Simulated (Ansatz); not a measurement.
C4H5NO can be A, `C#CNC(C)=O`, or B, `C=C1COC1=N`.

Calculated with Ansatz (gas phase, PBE0-D4/def2-TZVP geometries, no zero-point term in ΔE). CBS: MP2 limit from def2 TZ/QZ plus the TZ coupled-cluster correction, frozen cores. DFT in def2-TZVPP. B3LYP here is the variant with VWN-RPA as its local correlation; programs differ in this. One conformer a species, not always the lowest.

A:

```xyz
11

C    -2.086   -2.048    0.516
C    -1.393   -1.131    0.176
N    -0.624   -0.102   -0.210
C     0.695    0.058    0.191
C     1.341    1.319   -0.318
O     1.249   -0.737    0.901
H    -2.695   -2.864    0.821
H    -1.036    0.596   -0.809
H     1.297    2.076    0.470
H     0.862    1.721   -1.212
H     2.389    1.113   -0.525
```

B:

```xyz
11

C     0.8835   -1.0798    0.8243
C     0.1361   -0.3078    0.0591
C    -0.6650   -0.4221   -1.2068
O    -1.0211    0.9800   -1.0785
C    -0.2969    1.1136    0.0796
N    -0.1896    2.1684    0.7424
H     1.0549   -2.1235    0.5885
H     1.3516   -0.6867    1.7198
H    -0.0999   -0.6047   -2.1231
H    -1.5498   -1.0608   -1.1646
H     0.3963    2.0234    1.5592
```

Problem. Which is lower in electronic energy at CCSD(T)/CBS, and by how much? (Best estimate.)

Solution. The calculation gave: A, by 2.0 kcal/mol.

Problem. Give E(B) − E(A) in kcal/mol with B3LYP, PBE0-D4, B3LYP-D4, MP2/def2-TZVPP, ωB97M-V, PBE-D4, B2PLYP. (An estimate is asked.)

Solution. Ansatz gave: B3LYP 3.8, PBE0-D4 -0.8, B3LYP-D4 3.1, MP2/def2-TZVPP 4.0, ωB97M-V 1.4, PBE-D4 -0.8, B2PLYP 4.3. The order is the other way round with PBE0-D4, PBE-D4.

Largest T1 diagnostic: 0.015.

In def2-TZVPP, CCSD(T) changes the Hartree–Fock value by −5.4 kcal/mol (the triples alone add −0.8 kcal/mol) and MP2 by −2.5 kcal/mol.
